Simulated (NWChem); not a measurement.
benzene (C₆H₆); SMILES c1ccccc1

Results from NWChem. Pople sets run with spherical d functions. All runs use the structure optimised with PBE0/def2-SVP. Level BLYP/6-31G*: single points from the atomic guess with DIIS by default; each run changes one setting, and all converged runs end within 0.3 mHa of each other.

Which setting needs the most SCF iterations, or fails (no DIIS, 40 % damping; core-Hamiltonian guess; DIIS on 3 Fock matrices; defaults; occupation smearing of 0.005 Ha)?

no DIIS, 40 % damping, with 14 against 7 for the defaults.
| setting | SCF iterations |
|---|---|
| defaults | 7 |
| no DIIS, 40 % damping | 14 |
| DIIS on 3 Fock matrices | 7 |
| occupation smearing of 0.005 Ha | 7 |
| core-Hamiltonian guess | 10 |
